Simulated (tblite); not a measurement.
Compound: ethyl methyl sulfone, C3H8O2S.
SMILES with atom numbers: `[CH3:1][CH2:2][S:3]([CH3:4])(=[O:5])=[O:6]` (hydrogens: H7, H8, H9 on C1; H10, H11 on C2; H12, H13, H14 on C4)

Computed with GFN2-xTB (tblite), gas phase: nudged elastic band of 9 images (0 to 8), spring 0.2 eV/Å², climbing image at the end, force threshold 0.05 eV/Å. The top image wasn't refined or checked by frequencies; at this threshold it can lie a kcal/mol or more above the true saddle point of the method.

The band describes a rotation about C2–S3 (sp3 carbon bound to sulfur, sulfonyl sulfur), followed by the dihedral C1–C2–S3–C4, from the optimised start (-65°) to a second optimised geometry at 68°.

**Question.** Give the energy profile along the converged band.

**Answer.** 
```
image  dihedral (°)  E (kJ/mol)  C2–S3 (Å)  C1···C4 (Å)  largest true force (eV/Å)
    0           -65        0.00      1.823         3.30                       0.01
    1           -49        1.54      1.824         3.14                       0.04
    2           -31        5.74      1.829         3.06                       0.04
    3           -14        9.67      1.835         3.04                       0.02
    4             4       10.58      1.837         3.04                       0.02
    5            23        7.90      1.833         3.07                       0.03
    6            41        3.92      1.827         3.15                       0.03
    7            57        1.82      1.824         3.26                       0.04
    8            68        0.05      1.823         3.33                       0.01
```

Barriers of this band. The top is image 4 at 4°: 10.6 kJ/mol in either direction, as the ends lie within 0.002 eV of each other (their dihedrals are equal and opposite within 4°). The central bond is 0.014 Å longer at the top than at the start.

**Question.** What rate follows at 298 K for crossing this barrier forward?

**Answer.** Taking the electronic barrier for the free energy of activation (no zero-point or entropy terms, transmission 1), rate = (kT/h)·exp(−ΔE/kT) ≈ 9 × 10^10 s⁻¹, whose inverse is 1 × 10^-11 s. An error of 1 kcal/mol in the barrier changes this by a factor of 5, and the method and the loose band can each miss by that much or more.

What follows is the cost of the whole band run. On one thread, Intel Xeon 6975P-C (x86_64) (shared host), this took 2.7 s wall and 0.18 GiB of memory at its peak.
